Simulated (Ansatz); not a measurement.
A made-up structure of Si$_{2}$H$_{5}$O (charge +1), closed shell:

```xyz
8
angstrom
O -1.5091 0.2427 -0.7827
Si -0.0547 0.6534 -0.4613
Si 0.6073 -0.7345 0.7415
H -1.9187 0.7077 -1.2619
H 0.7145 1.8839 -0.9699
H 0.9156 0.2255 1.9341
H 1.7965 -1.1739 -0.1686
H -0.5513 -1.8047 0.9688
```

It is relaxed with PBE-D4/def2-SVP and then PBE0-D4/def2-TZVP (Ansatz 0.2.0). Atoms count as bonded within 1.22 times the sum of their covalent radii (H–H: 0.88 Å). The end point is not checked to be a true minimum.

(1) Does its bonding change? (A judgement: the text doesn't fix the answer.)

Results:

(1) By the calculation: No: no bond forms or breaks.

Where it ends: The first stage lowers the energy by 3.55 eV in 8 steps. It ends as Si₂H₅O ([OH][SiH][SiH3]), total charge +1:
```
8
angstrom
O -1.6739 0.4725 -0.9977
Si -0.1721 0.7120 -0.5515
Si 0.7834 -0.8775 0.9090
H -2.1962 1.0318 -1.5863
H 0.4477 1.9325 -1.1229
H 1.1330 -0.0509 2.0861
H 1.9599 -1.3442 0.1420
H -0.2817 -1.8763 1.1213
```

Labels in which every atom is bracketed show which atoms are joined, not bond orders.

For scale, one of the runs: PBE0-D4/def2-TZVP relaxation, 135 basis functions, launched by `ansatz run in.yaml --threads 2 --pin off --events-out ev --progress --plain --max-ram 4352MiB`. Hardware: 2 CPU threads of an Arm Neoverse V1, shared host. Wall time about 17 s.
